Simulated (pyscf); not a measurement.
This saddle point was located with ωB97X-D3(BJ)/def2-SVP in PySCF.

```
C
C 1 1.2992
H 2 1.0908 1 150.24
C 1 1.4961 2 129.28 3 -4.23
H 4 1.1024 1 109.75 2 123.22
H 4 1.1026 5 105.78 1 -118.35
H 4 1.1051 5 108.11 6 -115.55
O 2 1.6370 3 106.41 1 173.73
H 8 0.9727 2 107.71 3 81.38
H 8 1.0753 9 106.31 2 -80.79
```

Surface: singlet, charge 0. Lowest wavenumbers (cm⁻¹): 821i, 111, 203, 272, 533.

Q: What reaction is this the transition state of?

A: HC≡C–CH₃ + H₂O <-> H₃C–CH=CH–OH, an addition across a multiple bond or ene-type step read from left to right: H–O broken and C–H, C–O formed. At CCSD(T)/def2-TZVPP + ΔMP2(QZVPP) it lies +57.3 kcal/mol from the left side and +83.0 kcal/mol from the right (each side as separated species at their lowest minima found). On the product side the descent ends in a point that may be a rotor saddle (no frequency run), 1.4 kcal/mol over the lowest minimum found and 83.6 kcal/mol under the saddle at ωB97X-D3(BJ)/def2-TZVP. At ωB97X-D3(BJ)/def2-TZVP the barrier from the zero used here is 52.7 kcal/mol. One saddle was located; it need not be the lowest between these sides. The CCSD(T) − MP2 part came from Ansatz, without density fitting, on the same reference.
